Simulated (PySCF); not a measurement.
Gas-phase reaction: 2 H3SiN(CH3)2 + H2CSiH2 ⇌ 2 H3SiNH2 + C3H8 + H3SiCCH

Method: PySCF energies plus ideal-gas RRHO corrections (1 bar). † marks an energy on the PBE0/def2-TZVP geometry and frequencies; other levels use their own. MP2 freezes the core. 6-31G* has spherical d functions here. All species are closed-shell singlets. H2CSiH2, H3SiNH2: computed as isolated molecules; such fragments, hydroxides, amides, oligomers or adducts are transient or little studied in the gas. MP2 isn't extrapolated to the basis-set limit; its ΔH°(298 K) is -86.7 kJ in def2-SVP and -117.8 kJ in def2-TZVPP. The harmonic model lacks anharmonicity and excited electronic states, which grow with temperature; levels with a mode under 35 cm⁻¹ are left out. Internal rotation in H3SiN(CH3)2, H3SiNH2, C3H8 is treated as a harmonic vibration of one conformer, which makes the entropy rough.

```json
[
 {"level": "HF/6-31G*", "ΔE electronic, kJ": "-103", "ΔH°(298 K), kJ": "-122", "ΔS°(298 K), J/K": "165", "ΔG°(600 K), kJ": "-222"},
 {"level": "HF/def2-TZVP†", "ΔE electronic, kJ": "-145", "ΔH°(298 K), kJ": "-158", "ΔS°(298 K), J/K": "165", "ΔG°(600 K), kJ": "-258"},
 {"level": "MP2/def2-SVP†", "ΔE electronic, kJ": "-73", "ΔH°(298 K), kJ": "-87", "ΔS°(298 K), J/K": "165", "ΔG°(600 K), kJ": "-187"},
 {"level": "MP2/def2-TZVPP†", "ΔE electronic, kJ": "-104", "ΔH°(298 K), kJ": "-118", "ΔS°(298 K), J/K": "165", "ΔG°(600 K), kJ": "-218"},
 {"level": "PBE/def2-TZVP†", "ΔE electronic, kJ": "-68", "ΔH°(298 K), kJ": "-81", "ΔS°(298 K), J/K": "165", "ΔG°(600 K), kJ": "-181"},
 {"level": "PBE0/def2-QZVP†", "ΔE electronic, kJ": "-77", "ΔH°(298 K), kJ": "-91", "ΔS°(298 K), J/K": "165", "ΔG°(600 K), kJ": "-191"},
 {"level": "PBE0/def2-SVP†", "ΔE electronic, kJ": "-32", "ΔH°(298 K), kJ": "-45", "ΔS°(298 K), J/K": "165", "ΔG°(600 K), kJ": "-145"},
 {"level": "r2SCAN/def2-TZVP†", "ΔE electronic, kJ": "-77", "ΔH°(298 K), kJ": "-91", "ΔS°(298 K), J/K": "165", "ΔG°(600 K), kJ": "-191"},
 {"level": "ωB97M-V/def2-TZVP†", "ΔE electronic, kJ": "-84", "ΔH°(298 K), kJ": "-98", "ΔS°(298 K), J/K": "165", "ΔG°(600 K), kJ": "-198"},
 {"level": "ωB97X-V/def2-TZVP†", "ΔE electronic, kJ": "-75", "ΔH°(298 K), kJ": "-89", "ΔS°(298 K), J/K": "165", "ΔG°(600 K), kJ": "-189"}
]
```
ΔH° is lowest at HF/def2-TZVP† and highest at PBE0/def2-SVP†. No reference value is set beside these.
